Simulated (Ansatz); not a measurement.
Other spins and charges of HPN, quartet at one geometry

Geometry (PBE0/def2-TZVP stationary point for this spin, not checked as a minimum):

```tsv
atom	x (Å)	y (Å)	z (Å)
N	0.0000	0.0521	1.2556
P	0.0000	-0.0674	-0.5434
H	0.0000	1.3455	-0.7511
```

Basis cc-pVDZ; Ansatz 0.2.0. Only valence electrons are correlated (noble-gas cores frozen). R marks a restricted (for open shells ROHF) determinant, U an unrestricted one. Active spaces: valence = (11e, 9o) chosen from the atoms' valence shells.

Gaps are energies of the second state less the first, at fixed atoms, for a selection of the levels run; each method lands on the state that its own search finds for that charge and spin.

Unrestricted rows (U, and Kohn–Sham where it breaks symmetry) aren't spin-pure: their determinants' ⟨S²⟩ exceeds S(S+1) by up to 0.82, so they mix in states of higher spin. HF rows: RHF is the determinant under the cluster runs, UHF is the lowest solution found. Coupled cluster chose its determinant by a search with trial CCSD, here up to 0.17 eV above the lowest Hartree–Fock solution of its kind, and MP2 stands on that determinant too. For open shells CISD is restricted-active-space CI with the open shells as a complete middle space. A value is left out where its run failed or describes another state than the reference as far as symmetry and spin tell, or, spin-broken singlets apart, can't be checked.

Removing an electron, to the triplet: 8.872 eV at UCCSDTQ.

```tsv
level	gap (eV)	error (meV)
RHF	8.918	46
RMP2	9.075	203
UMP2	9.064	192
CISD	8.982	110
RCCSD	8.939	67
UCCSD	8.940	68
RCCSD(T)	8.893	21
UCCSD(T)	8.893	21
BCCD(T)	8.894	22
RCCSDT	8.878	6
UCCSDT	8.878	6
RCCSDT(Q)	8.871	-1
UCCSDT(Q)	8.870	-2
RCCSDTQ	8.871	-1
CASSCF (valence space)	8.084	-788
NEVPT2 (valence space)	8.719	-153
MRCISD (valence space)	8.766	-106
MRCISD+Q (valence space)	8.865	-7
PBE	9.026	154
PBE0	9.298	426
B3LYP	9.152	280
wB97M-V	8.934	62
RPA-PBE	8.795	-77
```

Problem. PBE gives -1.849 eV for doublet less quartet. Estimate what UCCSDTQ gives in cc-pVDZ.

Solution. UCCSDTQ in cc-pVDZ gives -1.817 eV, so against it PBE is off by -0.032 eV, of which a good part can be the reference's own basis and frozen-core error.

Large singles or doubles amplitudes warn of static correlation in the HPN doublet.

```json
{"level": "RHF", "gap (eV)": "0.248", "error (meV)": "2065", "⟨S²⟩ where 0.1 over S(S+1) (first / second)": "– / –"}
{"level": "UHF", "gap (eV)": "-0.921", "error (meV)": "896", "⟨S²⟩ where 0.1 over S(S+1) (first / second)": "– / 1.57"}
{"level": "RMP2", "gap (eV)": "-1.745", "error (meV)": "72", "⟨S²⟩ where 0.1 over S(S+1) (first / second)": "– / –"}
{"level": "UMP2", "gap (eV)": "-1.245", "error (meV)": "572", "⟨S²⟩ where 0.1 over S(S+1) (first / second)": "– / 1.57"}
{"level": "CISD", "gap (eV)": "-1.107", "error (meV)": "710", "⟨S²⟩ where 0.1 over S(S+1) (first / second)": "– / –"}
{"level": "RCCSD", "gap (eV)": "-1.504", "error (meV)": "313", "⟨S²⟩ where 0.1 over S(S+1) (first / second)": "– / –"}
{"level": "UCCSD", "gap (eV)": "-1.543", "error (meV)": "274", "⟨S²⟩ where 0.1 over S(S+1) (first / second)": "– / 1.57"}
{"level": "RCCSD(T)", "gap (eV)": "-1.768", "error (meV)": "49", "⟨S²⟩ where 0.1 over S(S+1) (first / second)": "– / –"}
{"level": "UCCSD(T)", "gap (eV)": "-1.689", "error (meV)": "128", "⟨S²⟩ where 0.1 over S(S+1) (first / second)": "– / 1.57"}
{"level": "BCCD(T)", "gap (eV)": "-1.751", "error (meV)": "66", "⟨S²⟩ where 0.1 over S(S+1) (first / second)": "– / –"}
{"level": "RCCSDT", "gap (eV)": "-1.774", "error (meV)": "43", "⟨S²⟩ where 0.1 over S(S+1) (first / second)": "– / –"}
{"level": "UCCSDT", "gap (eV)": "-1.784", "error (meV)": "33", "⟨S²⟩ where 0.1 over S(S+1) (first / second)": "– / 1.57"}
{"level": "RCCSDT(Q)", "gap (eV)": "-1.822", "error (meV)": "-5", "⟨S²⟩ where 0.1 over S(S+1) (first / second)": "– / –"}
{"level": "UCCSDT(Q)", "gap (eV)": "-1.826", "error (meV)": "-9", "⟨S²⟩ where 0.1 over S(S+1) (first / second)": "– / 1.57"}
{"level": "RCCSDTQ", "gap (eV)": "-1.816", "error (meV)": "1", "⟨S²⟩ where 0.1 over S(S+1) (first / second)": "– / –"}
{"level": "CASSCF (valence space)", "gap (eV)": "-1.927", "error (meV)": "-110", "⟨S²⟩ where 0.1 over S(S+1) (first / second)": "– / –"}
{"level": "NEVPT2 (valence space)", "gap (eV)": "-1.841", "error (meV)": "-24", "⟨S²⟩ where 0.1 over S(S+1) (first / second)": "– / –"}
{"level": "MRCISD (valence space)", "gap (eV)": "-1.839", "error (meV)": "-22", "⟨S²⟩ where 0.1 over S(S+1) (first / second)": "– / –"}
{"level": "MRCISD+Q (valence space)", "gap (eV)": "-1.822", "error (meV)": "-5", "⟨S²⟩ where 0.1 over S(S+1) (first / second)": "– / –"}
{"level": "r2SCAN", "gap (eV)": "-1.561", "error (meV)": "256", "⟨S²⟩ where 0.1 over S(S+1) (first / second)": "– / 1.02"}
{"level": "PBE0", "gap (eV)": "-1.471", "error (meV)": "346", "⟨S²⟩ where 0.1 over S(S+1) (first / second)": "– / 1.09"}
{"level": "B3LYP", "gap (eV)": "-1.615", "error (meV)": "202", "⟨S²⟩ where 0.1 over S(S+1) (first / second)": "– / 0.98"}
{"level": "wB97M-V", "gap (eV)": "-1.609", "error (meV)": "208", "⟨S²⟩ where 0.1 over S(S+1) (first / second)": "– / 1.02"}
{"level": "B2PLYP", "gap (eV)": "-1.500", "error (meV)": "317", "⟨S²⟩ where 0.1 over S(S+1) (first / second)": "– / 1.33"}
{"level": "RPA-PBE", "gap (eV)": "-1.828", "error (meV)": "-11", "⟨S²⟩ where 0.1 over S(S+1) (first / second)": "– / –"}
```

Wrong sign: RHF.

Removing an electron, to the quintet: 10.387 eV at UCCSDTQ.

Large singles or doubles amplitudes warn of static correlation in the HPN⁺ quintet.

```csv
level,gap (eV),error (meV)
UHF,9.648,-739
RMP2,10.560,173
UMP2,10.430,43
UCCSD(T),10.388,1
BCCD(T),10.388,1
CASSCF (valence space),9.540,-847
MRCISD+Q (valence space),10.378,-9
r2SCAN,10.785,398
B3LYP,10.881,494
RPA-PBE,10.550,163
```

Sextet less quartet: 5.354 eV at UCCSDTQ.

```
                   level  gap (eV)  error (meV)
                   RCCSD     5.328          -26
                   UCCSD     5.330          -24
                UCCSD(T)     5.350           -4
               RCCSDT(Q)     5.355            1
               UCCSDT(Q)     5.355            1
  MRCISD (valence space)     5.385           31
MRCISD+Q (valence space)     5.373           19
                    PBE0     5.428           74
                   B3LYP     5.608          254
                 wB97M-V     5.625          271
```

In so small a basis the reference is far from its limit while semilocal and hybrid functionals are nearer theirs (RPA and double hybrids share part of the reference's basis error), so the functionals' errors here hold much of the reference's basis and frozen-core error, which can add to them or hide them.

Full CI isn't at hand for all of this; UCCSDTQ serves as the reference, and is uncertain by the last step of the cluster series or more. The frozen core follows each run's orbitals, which can shift R against U totals by a few meV.
